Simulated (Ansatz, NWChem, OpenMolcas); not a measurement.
How methods differ on BH2 (boron dihydride)

BH2: 3 atoms, total charge 0, spin state doublet. SMILES: `[BH2]`. Geometry: relaxed at PBE0-D4/def2-TZVP.

```jsonl
{"atom": "B", "x (Å)": "0.2651", "y (Å)": "-0.1677", "z (Å)": "0.1297"}
{"atom": "H", "x (Å)": "0.2921", "y (Å)": "1.0149", "z (Å)": "0.2708"}
{"atom": "H", "x (Å)": "-0.5572", "y (Å)": "-0.8473", "z (Å)": "-0.4006"}
```

Quantity: the electronic atomisation energy, in eV. The values are calculated. Electronic energies at fixed atoms, without zero-point motion or spin-orbit coupling.

| level | kind | program | value (eV) | CPU time (all runs) |
| --- | --- | --- | --- | --- |
| U-revPBE/def2-TZVPPD | GGA | OpenMolcas | 7.34 | 16 s |
| UTPSS/def2-TZVPPD | meta-GGA | OpenMolcas | 7.73 | 23 s |
| UB3LYP/def2-TZVPPD | global hybrid | NWChem | 7.57 | 16 s |
| U-wB97X/def2-TZVPPD | range-separated hybrid | Ansatz | 7.45 | 14 s |
| UHSE06/def2-TZVPPD | range-separated hybrid | Ansatz | 7.47 | 3.5 s |
| UPBE-QIDH/def2-TZVPPD | double hybrid | Ansatz | 7.45 | 3.5 s |
| RPA@PBE/def2-TZVPPD | RPA | Ansatz | 6.96 | 6.7 s |
| UMP2/def2-TZVPPD | perturbation theory | NWChem | 7.28 | 18 s |
| UBCCD(T)/def2-TZVPPD | coupled cluster or CI | Ansatz | 7.24 | 5.6 s |

The values span 6.96 to 7.73 eV. In so small a basis fixed costs decide the times, and correlated methods can beat functionals. CPU times are rough (shared hosts, several kinds of processor and program).
